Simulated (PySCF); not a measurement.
Cartesian coordinates in Å; atom numbers follow the order of the lines, from 1:
```xyz
13

C     2.162   -0.818   -0.480
P     1.469   -0.238    0.914
C     0.269    1.048    0.211
C    -0.664    0.332   -0.716
C    -1.828   -0.337   -0.031
O    -0.465    0.258   -1.904
H     1.884   -0.488   -1.468
H     2.916   -1.585   -0.421
H     0.854    1.799   -0.323
H    -0.260    1.506    1.047
H    -2.351   -0.989   -0.726
H    -1.473   -0.910    0.825
H    -2.517    0.424    0.330
```

- σ from GIAO-PBE0/pcSseg-1
- coordinates at the GFN2-xTB level
- run in PySCF 2.14.0 with density-fitted response routines
- one computed conformer, equivalent nuclei averaged, in vacuum, no relativistic terms

References, each an isolated molecule treated in the same way: TMS for ¹³C (σ = 186.93 ppm) and ¹H (σ = 31.72 ppm); ³¹P (σ = 318.38 ppm) vs H3PO4; ¹⁷O (σ = 336.08 ppm) against H2O.

| atoms | nucleus | count | δ (ppm) |
| --- | --- | --- | --- |
| O6 | ¹⁷O | 1 | 642.3 |
| C3 | ¹³C | 1 | ? |
| H7 | ¹H | 1 | ? |
| H9/H10 | ¹H | 2 | 3.13 |
| P2 | ³¹P | 1 | 308.0 |
| H8 | ¹H | 1 | 8.83 |
| C1 | ¹³C | 1 | 192.9 |
| C5 | ¹³C | 1 | ? |
| C4 | ¹³C | 1 | 204.9 |
| H11/H12/H13 | ¹H | 3 | 2.14 |

Q: Estimate the values marked ?.

A: 
- C3: 48.6 ppm, sp3 CH2 bonded to P, α to a carbonyl; α to the electron-withdrawing carbonyl group
- C5: 35.1 ppm, methyl carbon α to a carbonyl; α to the electron-withdrawing carbonyl group
- H7: 9.03 ppm, hydrogen on a carbon double-bonded to a heavier main-group atom

Shifts are as computed. Against solution values, carbons near 30 ppm lie about +3 ppm off and those near 130 ppm about +5 ppm. Of 1211 compounds with measured shifts, 218 miss one by over three times the rms of a fit or turn the order of signals round; such compounds aren't used in these exercises. Unscaled 17O shifts of doubly bonded oxygen tend to come out too high, by tens of ppm or more. Experimental scales use liquid or dissolved standards, which lie at an offset from isolated H2O (liquid H2O: subtract about 36 ppm) and H3PO4.
